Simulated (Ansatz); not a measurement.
Species: H2O, charge 0, singlet. H2O (oxidane, SMILES O).
B3LYP-D3(BJ)/def2-TZVP minimum from Ansatz (a program for electronic structure):
```xyz
3

O      0.0070     0.0013     0.1167
H     -0.0500     0.7593    -0.4742
H     -0.0062    -0.7700    -0.4592
```
Charge 0, spin multiplicity 1.

Total energies in cc-pVQZ, 8 correlated electrons, 1 frozen orbitals. Radicals and triplets start from unrestricted determinants; spin-orbit coupling is neglected. Correlated methods leave the cores frozen. No relativity.

```json
[
 {"method": "HF", "program": "Ansatz", "energy (Eh)": "-76.06441", "minus CCSDT(Q) (mEh)": "295.73"},
 {"method": "MP2", "program": "Ansatz", "energy (Eh)": "-76.34754", "minus CCSDT(Q) (mEh)": "12.60"},
 {"method": "CCSD", "program": "Ansatz", "energy (Eh)": "-76.35067", "minus CCSDT(Q) (mEh)": "9.46"},
 {"method": "CCSD(T)", "program": "Ansatz", "energy (Eh)": "-76.35971", "minus CCSDT(Q) (mEh)": "0.43"},
 {"method": "CCSDT(Q)", "program": "Ansatz", "energy (Eh)": "-76.36014", "minus CCSDT(Q) (mEh)": "0.00"}
]
```

Rough core times of Ansatz's runs on a shared machine: CCSD(T) under 20 s, CCSDT(Q) 4 min.
